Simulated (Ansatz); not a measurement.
# CH2AlN, SMILES N#[C][AlH2]: a relaxed scan of one distance

With Ansatz 0.2.0, Python API.

Typed at the interpreter:
```pycon
>>> import ansatz as az
>>> import numpy as np
>>> geometry_ang = [
...     ("N", [1.441, -1.405, 1.4268]),
...     ("C", [0.7124, -0.711, 0.7386]),
...     ("Al", [-0.4514, 0.3868, -0.4078]),
...     ("H", [-1.5963, -0.259, -1.1423]),
...     ("H", [-0.0558, 1.9145, -0.6567]),
... ]
>>> ch2aln = az.Crystal.molecule()
>>> for symbol, xyz in geometry_ang:
...     ch2aln = ch2aln.atom(symbol, xyz)
...
>>> calculation = (
...     ch2aln.calculation()
...     .basis(gaussian="def2-SVP")
...     .functional("hf")
... )
>>> symbols = [site.symbol for site in ch2aln.cartesian_sites]
>>> pairs = [(0, 1), (1, 2), (2, 3), (2, 4)]
>>> print("held (A)   E (eV)        ", "  ".join(f"{symbols[i]}{i}-{symbols[j]}{j}" for i, j in pairs))
held (A)   E (eV)         N0-C1  C1-Al2  Al2-H3  Al2-H4
>>> for length in [1.39, 1.51, 1.63, 1.81, 2.03]:
...     data = calculation.relax(constraints=[az.DistanceConstraint((2, 3), at=length)], force_tolerance=0.02, max_steps=60).run().report
...     xyz = np.array(data["positions_ang"])
...     print(f"{length:6.2f} {data['free_energy_ev']:14.5f}  ", "  ".join(f"{np.linalg.norm(xyz[i] - xyz[j]):.3f}" for i, j in pairs))
...
DeckWarning: relax.constraints: the input's atoms, or those drawn, lie off the distances that are held; a relaxation that starts there is brought onto them ahead of its first SCF, by positions alone, an atom by 5.79e-2 Å at the most. With the symmetry detection on, the symmetry is detected on the input's atoms as so brought (as typed, where only the drawn atoms reach the distances), and notices that speak of the structure as typed mean those atoms
  1.39    -9122.13053   1.139  1.964  1.390  1.569
  1.51    -9122.40613   1.139  1.961  1.510  1.566
  1.63    -9122.40138   1.139  1.958  1.630  1.564
  1.81    -9122.08582   1.139  1.954  1.810  1.562
  2.03    -9121.45422   1.139  1.948  2.030  1.558
```

Notes:
- Total energies depend on the basis set; only differences at equal settings carry meaning.
- Warnings are shown shortened and without file and line.
- The energies are electronic: no zero-point or thermal terms, and the basis set is short of its limit.
- Hardware and time: 20 s on 1 thread of Arm Neoverse V2, on a shared host, peak memory 0.19 GiB.
